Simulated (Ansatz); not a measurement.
## A relaxation, step by step

BNH$_{6}$O, singlet, PBE0-D4/def2-TZVP (Ansatz 0.2.0). Settings:

```yaml
hamiltonian: {xc: pbe0, dispersion: d4}
relax: {f_tol: 0.005, max_steps: 200}
```

Start, a step off a saddle point along its unstable mode:

B1  (-0.462, -0.466, 0.258)
N2  (-0.111, 0.966, 0.462)
H3  (-1.573, -0.739, -0.123)
H4  (0.069, -1.270, 0.998)
H5  (0.694, 0.273, -0.902)
O6  (0.504, -0.526, -1.186)
H7  (0.434, 1.214, 1.266)
H8  (-0.823, 1.653, 0.280)
H9  (1.268, -1.106, -1.053)
(Å)

```
               step  energy less the last (meV)  largest force component (eV/Å)
                  1                       903.2                           7.895
                  7                       280.8                           0.663
                 13                       156.0                           0.256
                 19                        99.3                           0.320
                 25                        88.6                           0.138
31 (rejected trial)                        84.7                           0.665
                 37                        75.7                           0.109
                 43                        74.7                           0.005
49 (rejected trial)                        74.2                           0.279
                 55                        72.7                           0.074
                 61                        64.6                           0.230
                 67                        23.6                           0.200
                 73                         0.9                           0.016
                 79                         0.0                           0.005
                 85                         0.0                           0.003
```

Step 7, positions (Å) and forces (eV/Å):

| atom | x | y | z | Fx | Fy | Fz |
| --- | --- | --- | --- | --- | --- | --- |
| B1 | -0.540 | -0.399 | 0.422 | -0.118 | -0.003 | -0.152 |
| N2 | -0.238 | 0.980 | 0.614 | -0.166 | -0.202 | 0.268 |
| H3 | -1.541 | -0.708 | -0.153 | -0.082 | 0.044 | 0.155 |
| H4 | 0.099 | -1.219 | 1.026 | -0.033 | 0.079 | 0.080 |
| H5 | 0.870 | 0.227 | -1.058 | 0.232 | 0.663 | 0.092 |
| O6 | 0.589 | -0.618 | -1.398 | -0.055 | -0.578 | -0.393 |
| H7 | 0.368 | 1.276 | 1.357 | 0.168 | 0.057 | 0.052 |
| H8 | -0.892 | 1.694 | 0.352 | -0.081 | 0.088 | -0.082 |
| H9 | 1.285 | -1.233 | -1.162 | 0.136 | -0.148 | -0.021 |

Step 43, positions (Å) and forces (eV/Å):

```json
{"atom": "B1", "x": "-1.029", "y": "-0.384", "z": "0.956", "Fx": "-0.002", "Fy": "-0.004", "Fz": "0.002"}
{"atom": "N2", "x": "-0.354", "y": "0.771", "z": "0.581", "Fx": "-0.003", "Fy": "0.005", "Fz": "-0.003"}
{"atom": "H3", "x": "-2.168", "y": "-0.522", "z": "0.622", "Fx": "-0.001", "Fy": "0.001", "Fz": "0.002"}
{"atom": "H4", "x": "-0.442", "y": "-1.216", "z": "1.585", "Fx": "-0.001", "Fy": "0.000", "Fz": "0.000"}
{"atom": "H5", "x": "0.800", "y": "-0.064", "z": "-1.159", "Fx": "0.002", "Fy": "-0.001", "Fz": "-0.001"}
{"atom": "O6", "x": "1.620", "y": "-0.081", "z": "-1.665", "Fx": "-0.001", "Fy": "0.000", "Fz": "0.003"}
{"atom": "H7", "x": "0.592", "y": "0.974", "z": "0.860", "Fx": "0.004", "Fy": "-0.001", "Fz": "-0.002"}
{"atom": "H8", "x": "-0.794", "y": "1.528", "z": "0.084", "Fx": "0.001", "Fy": "-0.001", "Fz": "0.001"}
{"atom": "H9", "x": "1.775", "y": "-1.006", "z": "-1.865", "Fx": "0.002", "Fy": "0.002", "Fz": "-0.002"}
```

Step 55, positions (Å) and forces (eV/Å):

```json
{"atom": "B1", "x": "-1.069", "y": "-0.369", "z": "0.994", "Fx": "-0.008", "Fy": "-0.008", "Fz": "0.002"}
{"atom": "N2", "x": "-0.377", "y": "0.748", "z": "0.549", "Fx": "-0.009", "Fy": "-0.003", "Fz": "0.003"}
{"atom": "H3", "x": "-2.250", "y": "-0.433", "z": "0.806", "Fx": "0.015", "Fy": "0.002", "Fz": "0.006"}
{"atom": "H4", "x": "-0.462", "y": "-1.246", "z": "1.537", "Fx": "-0.007", "Fy": "0.005", "Fz": "-0.006"}
{"atom": "H5", "x": "0.775", "y": "-0.143", "z": "-1.241", "Fx": "0.074", "Fy": "0.004", "Fz": "-0.033"}
{"atom": "O6", "x": "1.672", "y": "-0.049", "z": "-1.583", "Fx": "-0.065", "Fy": "-0.030", "Fz": "0.022"}
{"atom": "H7", "x": "0.611", "y": "0.884", "z": "0.698", "Fx": "-0.001", "Fy": "0.005", "Fz": "-0.006"}
{"atom": "H8", "x": "-0.827", "y": "1.535", "z": "0.112", "Fx": "0.007", "Fy": "0.001", "Fz": "0.002"}
{"atom": "H9", "x": "1.928", "y": "-0.928", "z": "-1.872", "Fx": "-0.007", "Fy": "0.025", "Fz": "0.010"}
```

Last step (85):

```xyz
9
angstrom
B -1.1047 -0.3205 1.0046
N -0.5309 0.8098 0.4552
H -1.9936 -0.2124 1.8009
H -0.6955 -1.3983 0.6685
H 1.1317 -0.6767 -2.0254
O 1.6350 -0.0721 -1.4739
H 0.2213 0.7646 -0.2204
H -0.8250 1.7420 0.6922
H 2.1616 -0.6363 -0.9017
```

Hardware: 2 CPU threads of an Arm Neoverse V2, shared host. Wall time about 120 s.
